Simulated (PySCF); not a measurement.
PySCF input (PBE/cc-pVQZ):

```python
import numpy as np, basis_set_exchange as bse
from pyscf import gto, scf, dft, df
from pyscf.prop.polarizability import rks as pol

basis = {'C': gto.basis.parse(bse.get_basis('cc-pVQZ', elements=['C'], fmt='nwchem')), 'H': gto.basis.parse(bse.get_basis('cc-pVQZ', elements=['H'], fmt='nwchem'))}
mol = gto.M(
    atom='''
    C    -0.00000000    0.00000000   -0.00000000
    H     0.62054657    0.62688914    0.63896175
    H    -0.64285838   -0.62489528    0.61852983
    H     0.63693263   -0.63278043   -0.61664082
    H    -0.61462083    0.63078657   -0.64085076
    ''',
    basis=basis,
    charge=0,
    verbose=4,
    max_memory=2160,
)
mf = dft.RKS(mol, xc='pbe')
mf.grids.level = 3
mf = mf.density_fit(auxbasis=df.autoaux(mol))
mf.conv_tol = 1e-9
mf.max_cycle = 100
print('smallest overlap eigenvalue', np.linalg.eigvalsh(mol.intor('int1e_ovlp'))[0])
mf.kernel()
dip = mf.dip_moment()
p = pol.Polarizability(mf)
p.max_cycle_cphf = 60
alpha = p.polarizability()
print('polarisability/bohr^3', alpha.trace() / 3)
```

Output:

```
PySCF version 2.14.0

[INPUT] verbose = 4
[INPUT] num. atoms = 5
[INPUT] num. electrons = 10
[INPUT] charge = 0
[INPUT] spin (= nelec alpha-beta = 2S) = 0
[INPUT] symmetry False subgroup None
[INPUT] Mole.unit = angstrom
[INPUT] Symbol           X                Y                Z      unit          X                Y                Z       unit  Magmom
[INPUT]  1 C      0.000000000000   0.000000000000   0.000000000000 AA    0.000000000000   0.000000000000   0.000000000000 Bohr   0.0
[INPUT]  2 H      0.620546570000   0.626889140000   0.638961750000 AA    1.172663064838   1.184648785064   1.207462711573 Bohr   0.0
[INPUT]  3 H     -0.642858380000  -0.624895280000   0.618529830000 AA   -1.214826275082  -1.180880935733   1.168851978574 Bohr   0.0
[INPUT]  4 H      0.636932630000  -0.632780430000  -0.616640820000 AA    1.203628230499  -1.195781709685  -1.165282267027 Bohr   0.0
[INPUT]  5 H     -0.614620830000   0.630786570000  -0.640850760000 AA   -1.161465039153   1.192013860354  -1.211032423119 Bohr   0.0

nuclear repulsion = 13.4453507450257
number of shells = 21
number of NR pGTOs = 196
number of NR cGTOs = 175
basis = {'C': [[0, [33980.0, 9.1e-05, 0.0, 0.0, -1.9e-05, 0.0], [5089.0, 0.000704, 0.0, 0.0, -0.000151, 0.0], [1157.0, 0.003693, 0.0, 0.0, -0.000785, 0.0], [326.6, 0.01536, 0.0, 0.0, -0.003324, 0.0], [106.1, 0.052929, 0.0, 0.0, -0.011512, 0.0], [38.11, 0.147043, 0.0, 0.0, -0.03416, 0.0], [14.75, 0.305631, 0.0, 0.0, -0.077173, 0.0], [6.035, 0.399345, 0.0, 0.0, -0.141493, 0.0], [2.53, 0.217051, 0.0, 0.0, -0.118019, 0.0], [0.7355, 0.015894, 1.0, 0.0, 0.273806, 0.0], [0.2905, -0.003084, 0.0, 1.0, 0.58651, 0.0], [0.1111, 0.000978, 0.0, 0.0, 0.28543, 1.0]], [1, [34.51, 0.0, 0.005378, 0.0, 0.0], [7.915, 0.0, 0.036132, 0.0, 0.0], [2.368, 0.0, 0.142493, 0.0, 0.0], [0.8132, 1.0, 0.34215, 0.0, 0.0], [0.289, 0.0, 0.463864, 1.0, 0.0], [0.1007, 0.0, 0.250028, 0.0, 1.0]], [2, [1.848, 1.0, 0.0, 0.0], [0.649, 0.0, 1.0, 0.0], [0.228, 0.0, 0.0, 1.0]], [3, [1.419, 1.0, 0.0], [0.485, 0.0, 1.0]], [4, [1.011, 1.0]]], 'H': [[0, [82.64, 0.0, 0.0, 0.002006, 0.0], [12.41, 0.0, 0.0, 0.015343, 0.0], [2.824, 0.0, 0.0, 0.075579, 0.0], [0.7977, 1.0, 0.0, 0.256875, 0.0], [0.2581, 0.0, 1.0, 0.497368, 0.0], [0.08989, 0.0, 0.0, 0.296133, 1.0]], [1, [2.292, 1.0, 0.0, 0.0], [0.838, 0.0, 1.0, 0.0], [0.292, 0.0, 0.0, 1.0]], [2, [2.062, 1.0, 0.0], [0.662, 0.0, 1.0]], [3, [1.397, 1.0]]]}
ecp = {}
ETB for C: l = 0, exps = 0.2014 * 1.8^n , n = 0..13
ETB for C: l = 1, exps = 0.2014 * 1.8^n , n = 0..10
ETB for C: l = 2, exps = 0.2014 * 1.8^n , n = 0..10
ETB for C: l = 3, exps = 0.3287 * 2.2^n , n = 0..5
ETB for C: l = 4, exps = 0.456 * 2.2^n , n = 0..4
ETB for C: l = 5, exps = 0.713 * 2.3^n , n = 0..2
ETB for H: l = 0, exps = 0.17978 * 1.8^n , n = 0..11
ETB for H: l = 1, exps = 0.38188999999999995 * 2^n , n = 0..4
ETB for H: l = 2, exps = 0.584 * 2.2^n , n = 0..3
ETB for H: l = 3, exps = 0.954 * 2.2^n , n = 0..2
ETB for H: l = 4, exps = 1.324 * 2.2^n , n = 0..2
smallest overlap eigenvalue 0.00014123556804492365

******** <class 'pyscf.df.df_jk.DFRKS'> ********
method = DFRKS
initial guess = minao
damping factor = 0
level_shift factor = 0
DIIS = <class 'pyscf.scf.diis.CDIIS'>
diis_start_cycle = 1
diis_space = 8
diis_damp = 0
SCF conv_tol = 1e-09
SCF conv_tol_grad = None
SCF max_cycles = 100
direct_scf = False
XC library pyscf.dft.libxc version 7.1.2
    S. Lehtola, C. Steigemann, M. J. T. Oliveira, and M. A. L. Marques,  SoftwareX 7, 1–5 (2018)
XC functionals = pbe
    J. P. Perdew, K. Burke, and M. Ernzerhof,  Phys. Rev. Lett. 77, 3865 (1996)
    J. P. Perdew, K. Burke, and M. Ernzerhof,  Phys. Rev. Lett. 78, 1396 (1997)
    J. P. Perdew, K. Burke, and M. Ernzerhof,  Phys. Rev. Lett. 77, 3865 (1996)
    J. P. Perdew, K. Burke, and M. Ernzerhof,  Phys. Rev. Lett. 78, 1396 (1997)
radial grids:
    Treutler-Ahlrichs [JCP 102, 346 (1995); DOI:10.1063/1.469408] (M4) radial grids

becke partition: Becke, JCP 88, 2547 (1988); DOI:10.1063/1.454033
pruning grids: <function nwchem_prune>
grids dens level: 3
symmetrized grids: False
atomic radii adjust function: <function treutler_atomic_radii_adjust>
small_rho_cutoff = 0
Set gradient conv threshold to 3.16228e-05
Initial guess from minao.
tot grids = 53352
init E= -40.2501220936479
  HOMO = -0.435402461005453  LUMO = -0.00769195798415012  gap/eV = 11.63860
cycle= 1 E= -40.4222708986355  delta_E= -0.172  |g|= 0.411  |ddm|= 4.65
  HOMO = -0.265610922001816  LUMO = 0.0400076736017212  gap/eV = 8.31631
cycle= 2 E= -40.3673195654085  delta_E= 0.055  |g|= 0.605  |ddm|= 1.71
  HOMO = -0.347903638865384  LUMO = 0.0168435388355448  gap/eV = 9.92528
cycle= 3 E= -40.4666294009495  delta_E= -0.0993  |g|= 0.00835  |ddm|= 1.04
  HOMO = -0.347081019742022  LUMO = 0.0164846105314957  gap/eV = 9.89312
cycle= 4 E= -40.4666434134308  delta_E= -1.4e-05  |g|= 0.000447  |ddm|= 0.0276
  HOMO = -0.346981238374954  LUMO = 0.0164418628609297  gap/eV = 9.88925
cycle= 5 E= -40.4666434598431  delta_E= -4.64e-08  |g|= 6.44e-05  |ddm|= 0.00266
  HOMO = -0.347009398791644  LUMO = 0.0164327441032057  gap/eV = 9.88976
cycle= 6 E= -40.4666434612136  delta_E= -1.37e-09  |g|= 5.08e-06  |ddm|= 0.000157
  HOMO = -0.347006794047266  LUMO = 0.0164338189708459  gap/eV = 9.88972
cycle= 7 E= -40.466643461222  delta_E= -8.44e-12  |g|= 7.93e-08  |ddm|= 1.67e-05
  HOMO = -0.347006820440605  LUMO = 0.0164338188889239  gap/eV = 9.88972
Extra cycle  E= -40.4666434612218  delta_E= 1.42e-13  |g|= 1.37e-08  |ddm|= 3.87e-07
converged SCF energy = -40.4666434612218
Dipole moment(X, Y, Z, Debye):  0.00000,  0.00000, -0.00000
Isotropic polarizability 16.3813943648
Polarizability anisotropy 2.70094043735e-07
polarisability/bohr^3 16.381394364821674
```
